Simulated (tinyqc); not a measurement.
Ways to converge the cycle: SCF convergence aids in the sto-3g basis, for H2O+, spin multiplicity 2. Computed by the program tinyqc with PySCF. UHF with one setting changed at a time; a run stops when the energy changes by less than 1e-09 hartree and the error matrix is below 1e-5. The start is the Wolfsberg-Helmholz matrix. Damping d keeps d of the old density; a shift (hartree) raises the virtual levels; DIIS n extrapolates F over n matrices.

Geometry (angstrom):
```
atom       x        y       z
O     0.0000   0.0000  0.0000
H     0.0000   0.7560  0.7350
H     0.0000  -0.7420  0.7210
```

lowest solution found by these runs and by PySCF with stability checks = -74.659357 hartree

Largest element of the error matrix X^T (FDS - SDF) X:
```
iteration    plain  damping 0.3  damping 0.6  shift 0.4   DIIS 3   DIIS 8
1          1.8e-01      1.8e-01      1.8e-01    1.8e-01  1.8e-01  1.8e-01
2          5.7e-02      9.0e-02      1.2e-01    8.1e-02  5.7e-02  5.7e-02
3          1.6e-02      4.7e-02      9.0e-02    3.7e-02  9.3e-03  9.3e-03
4          4.8e-03      2.4e-02      6.6e-02    1.6e-02  3.8e-03  3.8e-03
5          2.8e-03      1.2e-02      4.8e-02    8.2e-03  2.0e-03  2.0e-03
6          1.8e-03      6.2e-03      3.5e-02    4.3e-03  7.8e-04  7.5e-04
8          8.1e-04      2.1e-03      1.8e-02    2.1e-03  3.8e-05  1.4e-05
10         3.8e-04      1.2e-03      9.4e-03    1.1e-03  5.2e-06  8.3e-07
14         9.3e-05      4.5e-04      2.6e-03    3.5e-04        -        -
20         1.2e-05      1.1e-04      8.8e-04    7.5e-05        -        -
30               -      1.1e-05      2.4e-04          -        -        -
45               -            -      3.5e-05          -        -        -
```

How each run ends:
```
run          iterations  E (hartree)         state
plain                22    -74.65936  lowest found
damping 0.3          31    -74.65936  lowest found
damping 0.6          56    -74.65936  lowest found
shift 0.4            29    -74.65936  lowest found
DIIS 3               10    -74.65936  lowest found
DIIS 8               10    -74.65936  lowest found
```

What does the comparison show, and why?

6 of 6 runs reach the lowest solution found, in 10 to 56 iterations (fastest: DIIS 3, DIIS 8). Plain steps already contract here, so damping only slows them. DIIS 3 and DIIS 8 gain by cancelling the error over several earlier matrices, much as a quasi-Newton step does.
